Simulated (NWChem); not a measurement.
Cl2, triplet; SMILES of the neutral closed-shell parent ClCl

```xyz
2

Cl     0.0000     0.0000     1.2469
Cl     0.0000     0.0000    -1.2469
```
Atoms are numbered in this order, from 1.

Program: NWChem. Spin-unrestricted. The state is orbitally degenerate and is run as one real component. Coordinates come from a PBE0/def2-SVP, spin-unrestricted optimisation. This spin state was assumed; another may lie lower. No stability test was run on the SCF state. Level: M05-2X/def2-SVP with SMD (1 M gas to 1 M solution), gas-phase geometry. Reactions with the solvent are ignored.

Q: Order these by “solvation free energy (kcal/mol)”, lowest first: chloroform; water; 1,4-dioxane.

A: chloroform (-2.5), 1,4-dioxane (-1.8), water (0.7)
